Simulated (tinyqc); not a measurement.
Inside a calculation. Method: Hueckel theory of the pi electrons with the omega technique, for the molecule C=CC=NC=C (SMILES; centres numbered as the heavy atoms are written). One step of it, computed by the program tinyqc.

Problem. Orbitals, round 2. Diagonalise; E = alpha + x beta with beta < 0, so the largest x are filled first; degenerate levels share their electrons. P = sum n_i c_ri c_si; each orbital has its largest coefficient positive (the first on a tie).

matrix after round 1, order 1C, 2C, 3C, 4N, 5C, 6C:
```
[[0.074752, 1.000000, 0.000000, 0.000000, 0.000000, 0.000000],
 [1.000000, -0.009815, 1.000000, 0.000000, 0.000000, 0.000000],
 [0.000000, 1.000000, 0.104838, 1.000000, 0.000000, 0.000000],
 [0.000000, 0.000000, 1.000000, 0.338350, 1.000000, 0.000000],
 [0.000000, 0.000000, 0.000000, 1.000000, 0.019066, 1.000000],
 [0.000000, 0.000000, 0.000000, 0.000000, 1.000000, -0.027191]]
```

pi electrons, sum of z_r less the charge = 6

Give: x values; occupations; coefficients; charge and bond-order matrix P.

Solution.

x values: [1.938, 1.284, 0.530, -0.349, -1.215, -1.688]

occupations: [2.000, 2.000, 2.000, 0.000, 0.000, 0.000]

coefficients, order 1C, 2C, 3C, 4N, 5C, 6C:
```
[[0.198, 0.451, 0.505, 0.534, -0.385, 0.264],
 [0.368, 0.545, 0.230, -0.226, 0.497, -0.465],
 [0.519, 0.255, -0.381, -0.457, -0.214, 0.516],
 [0.583, -0.245, -0.392, 0.434, -0.215, -0.460],
 [0.414, -0.486, 0.305, 0.159, 0.548, 0.417],
 [0.211, -0.371, 0.548, -0.492, -0.461, -0.251]]
```

charge and bond-order matrix P, order 1C, 2C, 3C, 4N, 5C, 6C:
```
[[0.995, 0.870, 0.051, -0.386, 0.033, 0.302],
 [0.870, 0.972, 0.485, -0.018, -0.086, 0.002],
 [0.051, 0.485, 0.959, 0.779, -0.051, -0.388],
 [-0.386, -0.018, 0.779, 1.108, 0.482, -0.002],
 [0.033, -0.086, -0.051, 0.482, 1.003, 0.870],
 [0.302, 0.002, -0.388, -0.002, 0.870, 0.965]]
```
